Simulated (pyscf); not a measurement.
This saddle point was located with ωB97X-D3(BJ)/def2-SVP in PySCF.

```xyz
9

N      0.8594    -1.1445    -0.1683
In    -0.4389     0.3947    -0.0299
Cl    -0.0445     1.9379     2.0720
Cl    -0.9078     1.8817    -1.7641
H      1.7283    -0.9187    -0.6486
H      1.0926    -1.5872     0.7183
S     -2.5029     0.1365     1.3659
H     -1.3764     1.2375     2.0888
H     -3.1574     1.0874     0.6677
```
Charge 0, spin multiplicity 1.

Surface: singlet, charge 0. Lowest wavenumbers (cm⁻¹): 639i, 70, 83, 108, 126.

### Question
What reaction is this the transition state of?

### Answer
H₂N–In(Cl)–Cl + H₂S ⇌ H₂N–In(SH)–Cl + HCl, a four-centre exchange read from left to right: Cl–In, H–S broken and In–S, Cl–H formed. At ωB97M-D3(BJ)/def2-TZVP it lies +5.4 kcal/mol from the left side and -0.6 kcal/mol from the right (each side as separated species at their lowest minima found). On the reactant side the descent ends in an adduct with a In–S contact, 17.3 kcal/mol under the separated species and 17.8 kcal/mol under the saddle at ωB97X-D3(BJ)/def2-TZVP. On the product side the descent ends in an adduct with a Cl–In contact, 8.1 kcal/mol under the separated species and 3.5 kcal/mol under the saddle at ωB97X-D3(BJ)/def2-TZVP. At ωB97M-D3(BJ) the saddle lies under the separated products, which points to a path from their complex (located at ωB97X-D3(BJ) alone), and parting the products costs more than the saddle. What is counted as formed (In–S) is already present as a longer contact in the reactant adduct; forming that adduct is a step of its own. What is counted as broken (Cl–In) persists as a longer contact in the product adduct; parting that adduct is a step of its own. At ωB97X-D3(BJ)/def2-TZVP the barrier from the zero used here is 0.5 kcal/mol. One saddle was located; it need not be the lowest between these sides. Elements past Kr carry the def2 core potentials, without spin-orbit coupling.
